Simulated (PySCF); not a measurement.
Compound: C₃H₅FO.
Structure used (PBE0-D3(BJ)/def2-SVP), in Å, numbered top down from 1:
```
atom  x, y, z in Å
C1    -1.3643   -0.3862   -0.2240
O2    -0.1776   -1.1347   -0.0981
C3     0.9784   -0.4890    0.0970
C4     1.2528    0.8121    0.2416
F5     0.3474    1.8005    0.2164
H6    -2.1711   -1.1094   -0.3983
H7    -1.5807    0.1877    0.6911
H8    -1.3125    0.3128   -1.0743
H9     1.8254   -1.1784    0.1436
H10    2.2761    1.1600    0.3930
```

Computed with EOM-IP-CCSD/aug-cc-pVDZ in PySCF, restricted Hartree–Fock reference, 5 core orbitals frozen, non-relativistic, gas phase, PBE0-D3(BJ)/def2-SVP geometry.

Hartree–Fock orbital energies give these Koopmans values (eV): HOMO 9.45, HOMO-1 13.63, HOMO-2 13.80, HOMO-3 15.40, HOMO-4 16.17, HOMO-5 17.73, HOMO-6 18.04, HOMO-7 18.94.

Q: What vertical ionisation energies does EOM-IP-CCSD give?

A: 
```
leading hole (HF orbital)  Koopmans (eV)  EOM-IP-CCSD (eV)  change (eV)  one-hole share
                     HOMO           9.45              8.91        -0.54            0.96
                   HOMO-1          13.63             12.07        -1.56            0.95
                   HOMO-2          13.80             12.53        -1.27            0.94
                   HOMO-4          16.17             14.24        -1.93            0.95
                   HOMO-3          15.40             14.31        -1.09            0.96
                   HOMO-5          17.73             15.69        -2.04            0.94
                   HOMO-6          18.04             16.17        -1.87            0.95
                   HOMO-7          18.94             16.43        -2.51            0.93
```

Q: Does the order of the lines follow the orbital energies?

A: No: the HOMO-4 hole (14.24 eV) falls below the HOMO-3 hole (14.31 eV). The corrections run from -2.51 to -0.54 eV, with a mean of -1.60 eV over the 8 lines; no line lies above its Koopmans value. Koopmans values leave out both the relaxation of the orbitals and the change in correlation energy.

Q: At what kinetic energies would He I light (21.22 eV) eject these electrons?

A: 12.31 eV (HOMO), 9.15 eV (HOMO-1), 8.69 eV (HOMO-2), 6.98 eV (HOMO-4), 6.91 eV (HOMO-3), 5.53 eV (HOMO-5), 5.05 eV (HOMO-6), 4.79 eV (HOMO-7).

Q: What total energy has the lowest final state, and which wavelength reaches it?

A: E(CCSD) + ionisation energy = -291.65445 + 0.32727 = -291.32718 Eh, at the geometry of the initial state. The threshold wavelength is 1239.84 eV nm/8.91 eV = 139.2 nm.

Lines less than 0.15 eV apart could change places at a higher level. One root was sought for each valence orbital with −ε under 21 eV, eight at most, so deeper holes and satellites are missing; no vibrational structure.

On one thread of an Arm Neoverse V2, shared host with 96 logical CPUs at a one-minute load of 37, this took 6.4 min and 3.0 GiB of memory at its peak.

One conformer stands for the species.
